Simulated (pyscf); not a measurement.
## Routes from `[F][SiH2][NH][SiH3]` + `[H][H]`

Candidate steps break at most two bonds and form at most two. Each was searched with GFN2-xTB (tblite) first. PySCF, gas phase, ωB97X-D3(BJ)/def2-SVP geometries. Energies: ωB97M-D3(BJ)/def2-TZVP, kcal/mol, from the separated reactants, singlet surface; ΔG‡ with ideal gas, 1 atm, RRHO with modes under 100 cm⁻¹ raised to 100, one conformer, R ln 2 for chiral ones without a mode under 150 cm⁻¹.

| products | type | ΔE‡ | ΔE | ΔG‡ 298 K | ΔG‡ 900 K | ν‡ (cm⁻¹) |
|---|---|---|---|---|---|---|
| H₂N–SiH₂–F + SiH₄ | four-centre exchange | 54.1 | +6.8 | 63.3 | 81.9 | 1425i |
| H₃Si–NH–SiH₃ + HF | four-centre exchange | 56.5 | +33.3 | 66.2 | 84.7 | 1127i |

Plain bond fissions and candidates not yet searched are not listed, and one of them may be faster. Each barrier is that of the saddle found; lower ones may exist.
